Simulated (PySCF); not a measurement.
C2H, SMILES C#[C] (connectivity only; charge and spin as stated), charge +1, multiplicity 1. Coordinates come from a B3LYP-D3(BJ)/def2-TZVPD optimisation. The spin state was assumed, not searched. The isomer is the one that the SMILES or the coordinates give; other isomers of the formula were not compared.

TDA-CAM-B3LYP/def2-TZVPD (PySCF) puts the lowest singlet excitations at 1.12, 5.77, 6.89, 7.21, 7.67, 11.48 eV and the lowest triplet (TDA) at 4.72 eV.

**Question.** What are the lowest singlet roots from PySCF with EOM-CCSD/aug-cc-pVDZ? (Estimate from the structure and the level; the computed values follow.)

**Answer.** 0.05, 1.08, 2.72, 3.13, 5.64, 5.74 eV; triplets -0.91, -0.77, 0.00 eV. S1 differs by -1.07 eV (second minus first; roots are paired by order, and the bases may differ).
